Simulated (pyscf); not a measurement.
**Four-centre exchange: `[SiH3][PH][SiH3]` + `[OH2]` → `[OH][SiH2][PH][SiH3]` + `[H][H]`**

Gas phase, singlet surface, charge 0. Bonds broken: Si1–H4, O11–H12. Bonds formed: Si1–O11, H4–H12. Structures and frequencies: ωB97X-D3(BJ)/def2-SVP in PySCF.

Transition state (Å):

```xyz
13

Si    -1.1451     1.0370     0.8267
P      0.8987     0.3128     0.2657
Si     0.1593    -1.1779    -1.2432
H     -0.5216     1.3516     2.4766
H     -2.1515     0.0871     1.3692
H     -1.6655     1.3371    -0.5651
H      1.0779    -0.5860     1.3523
H     -0.0675    -0.4591    -2.5284
H      1.2043    -2.2232    -1.4416
H     -1.1150    -1.8390    -0.8321
O     -1.4484     2.8282     1.3139
H     -0.8574     2.4033     2.1798
H     -1.0624     3.5273     0.7617
```

One imaginary mode, 1305i cm⁻¹; descent along it reached the two sides named.

```tsv
bond	change	reactant side (Å)	saddle	product side
Si1–H4	breaks	1.480	1.792	3.9
O11–H12	breaks	0.966	1.131	2.498
Si1–O11	forms	2.9	1.881	1.670
H4–H12	forms	2.8	1.143	0.761
```

Electronic energies relative to the separated reactants (kcal/mol):

```json
[
 {"level": "ωB97X-D3(BJ)/def2-TZVP", "barrier": "34.4", "reaction energy": "-17.0", "reverse barrier": "51.3"},
 {"level": "PBE/def2-TZVP", "barrier": "29.3", "reaction energy": "-15.1", "reverse barrier": "44.5"},
 {"level": "r²SCAN/def2-TZVP", "barrier": "30.5", "reaction energy": "-17.8", "reverse barrier": "48.3"},
 {"level": "B3LYP-D3(BJ)/def2-TZVP", "barrier": "34.1", "reaction energy": "-17.1", "reverse barrier": "51.2"},
 {"level": "PBE0-D3(BJ)/def2-TZVP", "barrier": "31.6", "reaction energy": "-15.2", "reverse barrier": "46.8"},
 {"level": "M06-2X/def2-TZVP", "barrier": "34.3", "reaction energy": "-19.1", "reverse barrier": "53.5"},
 {"level": "ωB97M-D3(BJ)/def2-TZVP", "barrier": "33.9", "reaction energy": "-16.5", "reverse barrier": "50.4"},
 {"level": "HF/def2-TZVP", "barrier": "53.0", "reaction energy": "-14.9", "reverse barrier": "67.9"}
]
```

With ωB97M-D3(BJ)/def2-TZVP energies and thermal terms (ideal gas, 1 atm, RRHO with modes under 100 cm⁻¹ raised to 100, one conformer, R ln 2 for chiral ones without a mode under 150 cm⁻¹), in kcal/mol:

```tsv
T (K)	ΔH‡	ΔG‡	ΔH	ΔG
298	32.1	43.3	-19.1	-16.6
600	32.1	54.6	-18.0	-14.5
900	32.8	65.8	-17.1	-13.0
1200	33.6	76.7	-16.4	-11.7
```

HO–SiH₂–PH–SiH₃ lies 18.4 kcal/mol over its isomer H₃Si–O–SiH₂–PH₂ (electronic energy, ωB97M-D3(BJ)/def2-TZVP). One saddle was located; it need not be the lowest between these sides.
